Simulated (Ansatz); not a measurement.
# SiN₂H+ (quintet): wave-function methods side by side, def2-TZVPP

One table from this session's results is given with a row withheld; the runs are named, their logs left out.

The runs use Ansatz 0.2.0, Gaussian basis; def2-TZVPP, core rule «outside noble gas», up to 7 orbitals frozen.

Plan: UHF; ROHF; CCSD(T) on UHF.

### What is computed

The geometry is a PBE0/def2-TZVP stationary point (not a proven minimum) of the parent state, kept for this charge and spin.

4 atoms, charge 1, spin multiplicity 5.

Atoms are counted from 1 here; the program's logs count them from 0.

Bond lengths: N1–Si2 1.595 Å, N1–H4 1.005 Å, Si2–N3 1.809 Å. Angles: Si2–N1–H4 144.7°, N1–Si2–N3 105.3°.

The first run:

File in.yaml:

```yaml
crystal:
  periodic: [false, false, false]
  atoms:
    - {symbol: N, position_ang: [0.000000, -0.484969, 1.254083]}
    - {symbol: Si, position_ang: [0.000000, 0.524235, 0.018749]}
    - {symbol: N, position_ang: [0.000000, -0.526367, -1.454098]}
    - {symbol: H, position_ang: [0.000000, -0.553520, 2.257049]}
basis:
  gaussian: {orbitals: def2-TZVPP}
total_charge: 1
magnetization: {spin_polarized: true, initial_magnetization: 4}
hamiltonian: {xc: hf}
output: {orbitals: {seedname: orbitals}}
```

Run with:

```
$ ansatz run in.yaml --threads 1 --pin off --events-out ev --progress --plain --max-ram 4096MiB --backend cpu
```

Among the steps run: UHF; ROHF; CCSD(T) on UHF.

One of the session's tables, all rows but one given; the rest of the session is left out.

| method | from UCCSD(T) (meV) |
| --- | --- |
| ROHF | ? |
| UHF | +11052.6 |
| UMP2 | +1556.9 |
| UCCSD | +434.2 |
| UCCSD(T) | 0 |

**Question.** Estimate the row for ROHF.

**Answer.** from UCCSD(T) (meV): +11533.5. In the column «from UCCSD(T) (meV)» it is the highest.

To keep in mind: Warnings: coupled cluster took another determinant than the lowest.
